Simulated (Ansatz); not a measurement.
One change: `CC(N)O` becomes `CC(N)S`.

Ansatz, PBE0-D4/def2-TZVP geometries, multiplicity 1. Each molecule was computed in one conformer, which needn't be the lowest.

```
                                      property  `CC(N)O`
         LUMO energy (ωB97M-V/def2-TZVPP) / eV      2.19
       HOMO–LUMO gap (ωB97M-V/def2-TZVPP) / eV     11.85
size of the dipole moment (PBE/def2-TZVPP) / D      1.48
          HOMO–LUMO gap (PBE0/def2-TZVPP) / eV      8.02
           LUMO energy (B3LYP/def2-TZVPP) / eV      0.42
            HOMO energy (PBE0/def2-TZVPP) / eV     -7.21
```

Task: Give the same properties after the change, and the shifts. (An estimate is asked.)

Result: The calculation gave: 
```csv
property,`CC(N)S`,shift
LUMO energy (ωB97M-V/def2-TZVPP) / eV,2.11,-0.08
HOMO–LUMO gap (ωB97M-V/def2-TZVPP) / eV,11.07,-0.78
size of the dipole moment (PBE/def2-TZVPP) / D,2.63,1.15
HOMO–LUMO gap (PBE0/def2-TZVPP) / eV,7.17,-0.85
LUMO energy (B3LYP/def2-TZVPP) / eV,0.16,-0.26
HOMO energy (PBE0/def2-TZVPP) / eV,-6.70,0.51
```

With PBE0 the HOMO rises by 0.51 eV and the LUMO falls by 0.34 eV, so the gap narrows by about 0.85 eV. PBE moves the HOMO by 0.20 eV and ωB97M-V by 0.70 eV. Dipoles are sizes alone; their direction can turn.

B3LYP here is the variant with VWN-RPA as its local correlation; programs differ in this.
